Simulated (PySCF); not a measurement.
# Towards the basis-set limit for S2

An exercise on one series of results from a longer session: the logs are not shown, and one member is left open.

Computed with PySCF 2.14.0. Level: CCSD(T) on ROHF, no relativity in the base curves; scalar relativity is added as a correction.

The first run:

| Property | Result |
| --- | --- |
| molecule | S2 |
| state | triplet, unpaired electrons π ↑↑ |
| smaller basis | S cc-pV(T+d)Z |
| larger basis | S cc-pV(Q+d)Z |
| frozen core orbitals | 10 |
| extrapolation | correlation as n⁻³ (n = 3, 4), Hartree–Fock as (n+1)·exp(−9√n) |
| corrections | core–valence correlation, scalar relativity |
| distances (Å) | 1.6684, 1.7442, 1.8200, 1.8959, 1.9717, 2.0665, 2.1613 |
| masses (u) | 31.9721, 31.9721 |
| dissociation limit | S + S |

Run with:

```bash
> OMP_NUM_THREADS=4 python comp.py task.json out
```

One of the session's tables, all rows but one given; the rest of the session is left out.

Parts of the energy along the bond, in eV from S + S:

| R (Å) | HF/CBS | CCSD corr. | (T) | core–valence | relativity |
| --- | --- | --- | --- | --- | --- |
| 1.6684 | -1.186 | -1.854 | -0.2543 | -0.0622 | 0.0072 |
| 1.7442 | -1.857 | -1.890 | -0.2763 | -0.0459 | 0.0105 |
| 1.8200 | ? | ? | ? | ? | ? |
| 1.8959 | -2.145 | -1.996 | -0.3301 | -0.0227 | 0.0121 |
| 1.9717 | -1.957 | -2.065 | -0.3618 | -0.0145 | 0.0115 |
| 2.0665 | -1.538 | -2.163 | -0.4058 | -0.0067 | 0.0102 |
| 2.1613 | -0.993 | -2.273 | -0.4540 | -0.0009 | 0.0087 |

Q: Estimate the row for R (Å) = 1.8200 from the others.

Worked estimate for «HF/CBS». A straight line through the neighbours (1.7442, -1.857) and (1.8959, -2.145) gives -1.857 + (-2.145 + 1.857) × (1.8200 − 1.7442) / (1.8959 − 1.7442) = -2.001; a parabola fitted to 4 rows on both sides gives -2.144.

The run gave: HF/CBS: -2.139; CCSD corr.: -1.938; (T): -0.3015; core–valence: -0.0329; relativity: 0.0119. In «HF/CBS» the line misses by +0.138 and the parabola by -0.005.
